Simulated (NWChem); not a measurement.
ethylene (C$_{2}$H$_{4}$); SMILES C=C

```xyz
6

C      0.0000     0.6652     0.0000
C      0.0000    -0.6652     0.0000
H      0.9310     1.2406     0.0000
H     -0.9310     1.2406     0.0000
H     -0.9310    -1.2406     0.0000
H      0.9310    -1.2406     0.0000
```
Atoms are numbered in this order, from 1.

Coordinates come from a PBE0/def2-SVP optimisation.

Symmetry labels are those of D2h in the frame above (b1 and b2, or b-type labels, depend on it). States above −ε(HOMO) = 7.9 eV lie in this functional's continuum and hang on the basis.

Q: List the 6 lowest vertical singlet excitations from PBE0/def2-SVPD, TDA (NWChem).

A: 
```csv
state,energy (eV),oscillator strength,symmetry,leading excitation (squared amplitude)
S1,7.69,0.069,b1u,HOMO → LUMO+1 (1.00)
S2,8.05,0.000,b2g,HOMO−1 → LUMO (0.98)
S3,8.39,0.000,b3g,HOMO → LUMO+2 (0.99)
S4,8.43,0.531,b2u,HOMO → LUMO (0.91)
S5,9.01,0.000,b2g,HOMO → LUMO+3 (0.98)
S6,9.68,0.000,b3g,HOMO−2 → LUMO (0.98)
```
